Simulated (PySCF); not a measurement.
Compound: C5H9F.
SMILES: `C=C(C)CCF`

Method used: TDDFT CAM-B3LYP/def2-SVPD, vertical, gas phase, core orbitals frozen in the response (PySCF). One conformer (not necessarily the lowest) at the GFN2-xTB geometry, without solvent, vibrations or thermal averaging. Torsions of this conformer, `[CH2:1]=[C:2]([CH3:3])[CH2:4][CH2:5][F:6]`: C1–C2–C4–C5 -93°, C2–C4–C5–F6 -71°.

Each state is given a Gaussian of 0.4 eV full width at half maximum, with ε(max) = 2.175×10⁸ f / Δν̃ (Δν̃ the width in cm⁻¹). The width is an assumption, not a result. The curve ends short of the highest state used, and states not computed would add to its high-energy end.

(E (eV), ε (L mol⁻¹ cm⁻¹)): (6.33, 16), (6.41, 76), (6.50, 338), (6.58, 1016), (6.66, 2469), (6.74, 4904), (6.82, 8119), (6.90, 11561), (6.98, 14731), (7.06, 17273), (7.14, 18550), (7.22, 17643), (7.30, 14300), (7.39, 9016), (7.47, 4850), (7.55, 2232), (7.63, 1134), (7.71, 1052), (7.79, 1494), (7.87, 2129), (7.95, 2763), (8.03, 3272), (8.11, 3527), (8.19, 3402)

**Question.** Where are the band maxima, and which computed states make them?

**Answer.** 173 nm (7.15 eV), ε about 19000, made up of S1 (21%) and S2 (79%); 153 nm (8.13 eV), ε about 3500, made up of S3 (18%), S4 (15%), S5 (48%) and S6 (20%) (ε in L mol⁻¹ cm⁻¹; maxima over ε = 5, shares over 10%). The states used: S1 6.93 eV (f 0.129); S2 7.21 eV (f 0.231); S3 7.90 eV (f 0.022); S4 8.11 eV (f 0.0077); S5 8.15 eV (f 0.025); S6 8.27 eV (f 0.015); S7 8.69 eV (f 0.024); S8 8.79 eV (f 0.016).

**Question.** What would ε be at 7.15 eV, the highest of these maxima, with half the width (0.2 eV)?

**Answer.** About 25400 L mol⁻¹ cm⁻¹ against 18600, a factor of about 1.4; a lone state at its own centre would give exactly 2.

**Question.** On this curve, what absorbance would a 10⁻³ mol/L sample give at 193 nm over a 1 cm path?

**Answer.** 193 nm is 6.424 eV, where ε is about 97 L mol⁻¹ cm⁻¹, so A = ε c l ≈ 0.097 (Beer–Lambert, with the gas-phase spectrum and the assumed width).

**Question.** Coming from long wavelengths, where does ε first pass 100 L mol⁻¹ cm⁻¹?

**Answer.** At about 193 nm (6.43 eV), 0.51 eV below S1.
